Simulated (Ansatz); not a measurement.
Ansatz (a first-principles code) input file for methyl formate (C2H4O2), SMILES O(C)C=O, PBE-D3(BJ)/def2-SVP. 

Ansatz 0.2 input:
```yaml
crystal:
  periodic: [false, false, false]
  atoms:
    - {symbol: C, position_ang: [-0.39457673, -1.35887294, 0.00000000]}
    - {symbol: O, position_ang: [0.72568869, -0.47397627, -0.00000000]}
    - {symbol: C, position_ang: [0.43280071, 0.82864892, -0.00000000]}
    - {symbol: O, position_ang: [-0.67402896, 1.29059111, -0.00000000]}
    - {symbol: H, position_ang: [-1.01641009, -1.19759518, -0.89357934]}
    - {symbol: H, position_ang: [0.01722535, -2.37545452, -0.00000000]}
    - {symbol: H, position_ang: [-1.01641009, -1.19759518, 0.89357934]}
    - {symbol: H, position_ang: [1.37297316, 1.41907031, 0.00000001]}
basis:
  gaussian:
    orbitals: def2-SVP
hamiltonian:
  xc: pbe
  dispersion: d3bj
relax: {f_tol: 0.002, max_steps: 200}
```

Log of the run:

```
WARN ansatz: RAYON_NUM_THREADS=1 ignored (pool sized by the plan → 1); use --threads N
Functional definition: PBE
integrals: 0.02 GiB planned
834 factors; their error is unknown
mean field: 0.16 GiB planned
mean field evaluation 1: about -6215.5258 eV, gradient 5.4e1 eV
mean field evaluation 2: about -6200.9501 eV, gradient 1.0e2 eV
mean field evaluation 4: about -6221.3506 eV, gradient 8.8e0 eV
mean field evaluation 8: about -6221.4894 eV, gradient 2.6e-1 eV
mean field evaluation 16: about -6221.4551 eV, gradient 5.9e-5 eV
mean field -6221.45509442 eV, -228.6342576662 hartree, gradient 5.9e-5 eV, S^2 0.000000; 0 other end points of the search recorded, 0 dependent functions left out
the calculation of the forces begins
reference -6221.45511987 eV, -228.6342586017 hartree; 16, 16 occupied and 60, 60 virtual orbitals, 834 factors
relax step   1: F+E_penalty+E_count = -6221.56678051 eV  Δ(F+E_penalty+E_count) = +0.000e0 eV  max|allowed force component| = 1.004e0 eV/Å  Δτ_max = 0.0000 Å  (26 SCF iters, accepted)
these checks for a lower state are left out or cut short: starts, cluster_reference, orbital_swaps, neighbouring_geometries, increment
integrals: 0.02 GiB planned
834 factors; their error is unknown
mean field: 0.16 GiB planned
mean field -6221.47096322 eV, -228.6348408338 hartree, gradient 1.7e-5 eV, S^2 0.000000; 0 other end points of the search recorded, 0 dependent functions left out
the calculation of the forces begins
reference -6221.47098875 eV, -228.6348417722 hartree; 16, 16 occupied and 60, 60 virtual orbitals, 834 factors
relax step   2: F+E_penalty+E_count = -6221.58234096 eV  Δ(F+E_penalty+E_count) = -1.556e-2 eV  max|allowed force component| = 2.047e-1 eV/Å  Δτ_max = 0.0143 Å  (31 SCF iters, accepted)
these checks for a lower state are left out or cut short: starts, cluster_reference, orbital_swaps, neighbouring_geometries, increment
integrals: 0.02 GiB planned
834 factors; their error is unknown
mean field: 0.16 GiB planned
mean field evaluation 32: about -6221.4725 eV, gradient 1.7e-5 eV
mean field -6221.47251620 eV, -228.6348979049 hartree, gradient 1.7e-5 eV, S^2 0.000000; 0 other end points of the search recorded, 0 dependent functions left out
the calculation of the forces begins
reference -6221.47254176 eV, -228.6348988442 hartree; 16, 16 occupied and 60, 60 virtual orbitals, 834 factors
relax step   3: F+E_penalty+E_count = -6221.58377782 eV  Δ(F+E_penalty+E_count) = -1.437e-3 eV  max|allowed force component| = 8.140e-2 eV/Å  Δτ_max = 0.0044 Å  (32 SCF iters, accepted)
these checks for a lower state are left out or cut short: starts, cluster_reference, orbital_swaps, neighbouring_geometries, increment
integrals: 0.02 GiB planned
834 factors; their error is unknown
mean field: 0.16 GiB planned
mean field -6221.47263333 eV, -228.6349022094 hartree, gradient 6.4e-6 eV, S^2 0.000000; 0 other end points of the search recorded, 0 dependent functions left out
the calculation of the forces begins
reference -6221.47265890 eV, -228.6349031488 hartree; 16, 16 occupied and 60, 60 virtual orbitals, 834 factors
relax step   4: F+E_penalty+E_count = -6221.58388926 eV  Δ(F+E_penalty+E_count) = -1.114e-4 eV  max|allowed force component| = 2.946e-2 eV/Å  Δτ_max = 0.0010 Å  (24 SCF iters, accepted)
these checks for a lower state are left out or cut short: starts, cluster_reference, orbital_swaps, neighbouring_geometries, increment
integrals: 0.02 GiB planned
834 factors; their error is unknown
mean field: 0.16 GiB planned
mean field -6221.47263770 eV, -228.6349023700 hartree, gradient 8.6e-5 eV, S^2 0.000000; 0 other end points of the search recorded, 0 dependent functions left out
the calculation of the forces begins
reference -6221.47266326 eV, -228.6349033093 hartree; 16, 16 occupied and 60, 60 virtual orbitals, 834 factors
relax step   5: F+E_penalty+E_count = -6221.58390752 eV  Δ(F+E_penalty+E_count) = -1.827e-5 eV  max|allowed force component| = 2.411e-3 eV/Å  Δτ_max = 0.0010 Å  (20 SCF iters, accepted)
these checks for a lower state are left out or cut short: starts, cluster_reference, orbital_swaps, neighbouring_geometries, increment
integrals: 0.02 GiB planned
834 factors; their error is unknown
mean field: 0.16 GiB planned
mean field -6221.47264027 eV, -228.6349024642 hartree, gradient 2.1e-5 eV, S^2 0.000000; 0 other end points of the search recorded, 0 dependent functions left out
the calculation of the forces begins
reference -6221.47266583 eV, -228.6349034035 hartree; 16, 16 occupied and 60, 60 virtual orbitals, 834 factors
relax step   6: F+E_penalty+E_count = -6221.58390803 eV  Δ(F+E_penalty+E_count) = -5.057e-7 eV  max|allowed force component| = 7.941e-4 eV/Å  Δτ_max = 0.0003 Å  (19 SCF iters, accepted)
integrals: 0.02 GiB planned
834 factors; their error is unknown
mean field: 0.16 GiB planned
mean field evaluation 64: about -6221.4726 eV, gradient 5.0e-4 eV
mean field -6221.47264027 eV, -228.6349024642 hartree, gradient 2.1e-5 eV, S^2 0.000000; 1 other end points of the search recorded, 0 dependent functions left out
the calculation of the forces begins
reference -6221.47266583 eV, -228.6349034035 hartree; 16, 16 occupied and 60, 60 virtual orbitals, 834 factors
Total energy: -6221.58393359 eV, -228.6389924183 hartree
Atom 0 at    -0.394072    -1.364322     0.000000 Å, force     0.000325    -0.000392    -0.000000 eV/Å
Atom 1 at     0.734415    -0.475708     0.000000 Å, force    -0.000794    -0.000730    -0.000000 eV/Å
Atom 2 at     0.431209     0.837977     0.000000 Å, force     0.000327     0.000651    -0.000000 eV/Å
Atom 3 at    -0.684762     1.305992     0.000000 Å, force    -0.000226    -0.000018     0.000000 eV/Å
Atom 4 at    -1.023537    -1.202061    -0.898184 Å, force     0.000075     0.000005    -0.000262 eV/Å
Atom 5 at     0.020751    -2.387617     0.000000 Å, force     0.000049     0.000517     0.000000 eV/Å
Atom 6 at    -1.023537    -1.202061     0.898184 Å, force     0.000075     0.000005     0.000262 eV/Å
Atom 7 at     1.386795     1.422616     0.000000 Å, force     0.000170    -0.000037    -0.000000 eV/Å
Dipole moment:     0.139503    -0.341407     0.000000 e Å
```

Self-consistency was reached.
